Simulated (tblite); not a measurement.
Question: Write Cartesian coordinates for `[CH]1C[C@]12CCO2` [radical] as optimised with GFN2-xTB. (Doublet state.)

Answer: 
```xyz
13
C5H7O angstrom
C      1.4208    1.0828   -0.2976
C      1.7208   -0.1612    0.4222
C      0.2946    0.2740    0.1253
C     -0.7798   -0.4137   -0.7091
C     -1.7004   -0.0436    0.4561
O     -0.6259    0.5746    1.1681
H      1.7182    1.4028   -1.2740
H      2.1773   -1.0002   -0.0941
H      2.0013   -0.0925    1.4647
H     -1.0056    0.0665   -1.6585
H     -0.6177   -1.4792   -0.8585
H     -2.1183   -0.8852    1.0146
H     -2.4897    0.6753    0.2231
```

Orientation and origin are arbitrary. Atoms count from 1 in this order. C1 (carbon bonded to 2 C and H) is pyramidal (angles 130.5°, 130.1° and 62.8°, sum 323.4°, 0.40 Å off the plane of its three neighbours). The 4-membered ring C3–C4–C5–O6 has internal angles of 84.2° to 92.3°; it is planar, 0.00 Å rms from its mean plane, widest ring torsion 0°. The 3-membered ring C1–C2–C3 has internal angles of 58.0° to 62.8°. O6 (oxygen bonded to 2 C) is bent (angle 91.7°).

Bonds between heavy atoms (Å): C1–C2 1.468, C2–C3 1.520, C3–C4 1.524, C4–C5 1.530, C5–O6 1.430, C1–C3 1.450, C3–O6 1.423.

Structure optimised with GFN2-xTB, isolated species. This method treats the open shell by occupation alone, without spin polarisation.

Its GFN2-xTB frequencies are all real (lowest 120 cm⁻¹).

The numbers are calculated, not measured.
